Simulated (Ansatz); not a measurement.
**AuSiH₃⁺, doublet: from triple and quadruple zeta to the limit**

```xyz
5

Au   -0.3188    0.0021    0.0018
Si    1.9697   -0.0127   -0.0110
H     2.4639   -1.4148   -0.0088
H     2.4842    0.6879    1.1951
H     2.4705    0.6792   -1.2279
```

Connectivity, by distances: Au–SiH3.

Ansatz 0.2.0, UHF determinant, valence electrons correlated, core potentials past Kr. Energies in eV.

```json
{"set": "def2-TZVPP", "X": "3", "functions": "140", "Hartree–Fock": "-11569.9703", "MP2 correlation": "-13.3013", "CCSD(T) correlation": "-13.6934", "time": "16 s on 1 × NVIDIA H100 80GB HBM3 with 1 thread of AMD EPYC 7R13 Processor (Zen 3), on a shared host"}
{"set": "def2-QZVPP", "X": "4", "functions": "248", "Hartree–Fock": "-11570.2578", "MP2 correlation": "-14.1453", "CCSD(T) correlation": "-14.4779", "time": "30 s on 1 × NVIDIA H100 80GB HBM3 with 1 thread of AMD EPYC 7R13 Processor (Zen 3) (shared host)"}
```

Hartree–Fock is taken to follow E(X) = E∞ + A·exp(−7.88·√X), correlation E(X) = E∞ + B·X^−2.97.

Cautions: no spin-orbit coupling; outer-core shells of the metal frozen; higher spins were not checked.

Work out the CCSD(T) energy at the limit, and how far the shortcut misses it that extrapolates MP2 and adds CCSD(T) minus MP2 from the smaller set.

Hartree–Fock: E∞ = E4 + 0.1377·(E4 − E3) = -11570.2974. Correlation: E∞ = E4 + 0.7407·(E4 − E3) = -15.0591 for CCSD(T) and -14.7704 for MP2. The limit is -11585.3565 eV, 0.621 eV below def2-QZVPP. The shortcut gives a correlation energy of -14.7704 + (-0.3921) = -15.1625, 103 meV lower than the direct value.

Past Ne part of the Hartree–Fock step between the two sets comes from the cores, which don't follow the formula, so the 40 meV that it adds to the total can overshoot; that part largely cancels in differences.

The exponents were fitted on light atoms, and def2 sets of heavy atoms don't grow evenly, so the limit is rough here.
